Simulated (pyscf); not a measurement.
PySCF, gas phase, ωB97X-D3(BJ)/def2-SVP geometries. Correlated levels are frozen-core, on RHF or UHF. ΔMP2 is the change of the MP2 total energy from the triple- to the quadruple-zeta basis.

F–GaH–Cl -> Cl–Ga [singlet] + hydrogen fluoride (HF)
Surface: singlet. Broken: F–Ga, Ga–H. Formed: F–H. Give ΔE‡ and ΔE from CCSD(T)/def2-TZVPP + ΔMP2(QZVPP), relative to the reactant's lowest minimum found.

ΔE‡ = 2.42 eV, ΔE = +0.79 eV. Zero-point energy shifts the barrier by -0.07 eV. It is a 1,1-elimination, with an imaginary mode of 1391i cm⁻¹. This saddle turned up in a search for another step; its sides and bond changes are read from the two ends of the descent. One saddle was located; it need not be the lowest between these sides. The CCSD(T) − MP2 part came from Ansatz, without density fitting, on the same reference. The frozen core leaves the outer d or s,p core shells of the metals and heavy elements correlated in the MP2 and CC values, and def2-TZVPP describes them poorly, which can shift differences by a few kcal/mol. Elements up to Kr have no core potential and no relativistic terms here.
